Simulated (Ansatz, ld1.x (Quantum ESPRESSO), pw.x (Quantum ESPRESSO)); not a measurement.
**Ba (bcc): variants of one TM potential in the solid**

- Element: barium (Ba)
- Generator: ld1.x (Quantum ESPRESSO) 7.5
- Type: norm-conserving Troullier–Martins (Kleinman–Bylander form)
- Functional: PBE
- Relativity: scalar-relativistic
- Frozen core: [Xe]
- Valence charge: 2
- Reference configuration: 5d0 6s1.75 6p0.25
- Partial waves: 6p (bound): rc 4.20 bohr; 5d (bound, empty): rc 3.50 bohr; 6s (bound): rc 3.80 bohr
- Local potential: the s channel
- Core correction: Bessel-smoothed model core inside 3.65 bohr

Crystal test: bcc Ba in pw.x 7.5, no spin, 9³ k-points, Fermi–Dirac smearing 0.01 Ry, cutoffs set for each file from its atomic test. The reference is all-electron LAPW (Ansatz 0.2.0) with the same functional, mesh and smearing; V0 and B0 come from Birch–Murnaghan fits to the pressures at five volumes. Errors are pseudo minus all-electron; Δ is the rms difference of the E(V) curves that follow from these fits, minima aligned, over ±6 % about the mean V0. Mesh and smearing are coarse, so the numbers serve the comparison and aren't converged zero-temperature values; the lattice is a test structure that the element need not adopt.

All-electron: a0 = 5.031 Å (V0 = 63.67 Å³/atom), B0 = 8.4 GPa.

Base: This is a poor potential for the solid.

2 further variants are left out: they gave no file fit for a test, a broken result, the same result as the base, or pressures whose basis-set error rivals the error shown.

A dash in a converged row means that the minimum lies outside the volumes sampled.

| change | cutoffs (Ry) | pw.x | a0 (Å) | a0 error (%) | B0 error (%) | Δ (meV/atom) | mean pressure error (GPa) |
| --- | --- | --- | --- | --- | --- | --- | --- |
| base | 50/200 | converged | 5.106 | +1.48 | +7.6 | 5.6 | +0.44 |
| wave 6p (bound): rc 4.20 bohr becomes 6p (bound): rc 3.12 bohr | 50/200 | converged; bound ghost | – | – | – | – | -4.80 |
| all radii but the core radius scaled by about 0.80 (s 3.04, p 3.36, d 2.80 bohr) | 50/200 | converged; bound ghost | – | – | – | – | -4.15 |

(1) Give the row for: local potential the d channel.

Results:

(1) pw.x: converged; bound ghost; mean pressure error (GPa): +2.04.
